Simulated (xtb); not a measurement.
xtb input (GFN2-xTB):

```bash
xtb mol.xyz --gfn 2 --sp --chrg -1 --uhf 0
```
mol.xyz:
```
8

C      1.12919533    -0.39406295    -0.00164990
C     -0.14143027     0.51242111    -0.00266185
O     -1.28208088    -0.15550863     0.00560815
H      0.02137937     1.21875287     0.88106336
H      0.01494044     1.20774330    -0.89622607
H      2.06517780     0.18990598    -0.00865831
H      1.11748454    -1.03576096     0.88706791
H      1.11107452    -1.04672109    -0.88224163
```

End of the output:

```
         :::::::::::::::::::::::::::::::::::::::::::::::::::::
         ::                     SUMMARY                     ::
         :::::::::::::::::::::::::::::::::::::::::::::::::::::
         :: total energy             -11.038416836687 Eh    ::
         :: gradient norm              0.027709872762 Eh/a0 ::
         :: HOMO-LUMO gap             10.561917169496 eV    ::
         ::.................................................::
         :: SCC energy               -11.134153149648 Eh    ::
         :: -> isotropic ES            0.202044849994 Eh    ::
         :: -> anisotropic ES          0.008154720430 Eh    ::
         :: -> anisotropic XC         -0.001500726697 Eh    ::
         :: -> dispersion             -0.003551098310 Eh    ::
         :: repulsion energy           0.095736312961 Eh    ::
         :: add. restraining           0.000000000000 Eh    ::
         :: total charge              -1.000000000000 e     ::
         :::::::::::::::::::::::::::::::::::::::::::::::::::::

           -------------------------------------------------
          |                Property Printout                |
           -------------------------------------------------

    * Orbital Energies and Occupations

         #    Occupation            Energy/Eh            Energy/eV
      -------------------------------------------------------------
         1        2.0000           -0.4049232             -11.0185
         2        2.0000           -0.3749256             -10.2022
         3        2.0000           -0.3382186              -9.2034
         4        2.0000           -0.3018467              -8.2137
         5        2.0000           -0.2956471              -8.0450
         6        2.0000           -0.2556238              -6.9559
         7        2.0000           -0.2433922              -6.6230
         8        2.0000           -0.2094025              -5.6981
         9        2.0000           -0.0848429              -2.3087
        10        2.0000           -0.0825035              -2.2450 (HOMO)
        11                          0.3056398               8.3169 (LUMO)
        12                          0.3240204               8.8170
        13                          0.3256493               8.8614
        14                          0.3508901               9.5482
Note: The following floating-point exceptions are signalling: IEEE_DENORMAL
normal termination of xtb
        15                          0.3802315              10.3466
        16                          0.4184939              11.3878
        17                          0.5772653              15.7082
      -------------------------------------------------------------
                  HL-Gap            0.3881433 Eh           10.5619 eV
             Fermi-level            0.1115681 Eh            3.0359 eV

     #   Z          covCN         q      C6AA      α(0)
     1   6 C        3.742    -0.085    22.204     6.723
     2   6 C        3.654     0.191    17.843     6.065
     3   8 O        0.855    -0.783    31.089     7.476
     4   1 H        0.914    -0.129     6.695     4.047
     5   1 H        0.914    -0.129     6.695     4.047
     6   1 H        0.923    -0.044     3.952     3.109
     7   1 H        0.924    -0.010     3.240     2.815
     8   1 H        0.924    -0.010     3.240     2.815

 Mol. C6AA /au·bohr⁶  :        635.027203
 Mol. C8AA /au·bohr⁸  :      12150.107072
 Mol. α(0) /au        :         37.096733

Wiberg/Mayer (AO) data.
largest (>0.10) Wiberg bond orders for each atom

 ---------------------------------------------------------------------------
     #   Z sym  total        # sym  WBO       # sym  WBO       # sym  WBO
 ---------------------------------------------------------------------------
     1   6 C    3.976 --     8 H    0.991     7 H    0.991     6 H    0.988
                             2 C    0.940
     2   6 C    3.974 --     3 O    1.200     1 C    0.940     5 H    0.917
                             4 H    0.917
     3   8 O    1.387 --     2 C    1.200
     4   1 H    0.983 --     2 C    0.917
     5   1 H    0.983 --     2 C    0.917
     6   1 H    0.998 --     1 C    0.988
     7   1 H    1.000 --     1 C    0.991
     8   1 H    1.000 --     1 C    0.991
 ---------------------------------------------------------------------------

Topologies differ in total number of bonds
Writing topology from bond orders to xtbtopo.mol

molecular dipole:
                 x           y           z       tot (Debye)
 q only:        1.441      -0.088      -0.005
   full:        1.885       0.070      -0.007       4.796
molecular quadrupole (traceless):
                xx          xy          yy          xz          yz          zz
 q only:       -4.656      -0.705       1.885       0.031       0.008       2.772
  q+dip:       -6.194      -1.148       2.544       0.043       0.011       3.650
   full:       -5.877      -1.076       2.488       0.040       0.009       3.389

           -------------------------------------------------
          | TOTAL ENERGY              -11.038416836687 Eh   |
          | GRADIENT NORM               0.027709872762 Eh/α |
          | HOMO-LUMO GAP              10.561917169496 eV   |
           -------------------------------------------------

------------------------------------------------------------------------
------------------------------------------------------------------------
 total:
 SCF:
```

It need not be the lowest isomer of its formula. Whether it binds its extra electron was not tested at this geometry.
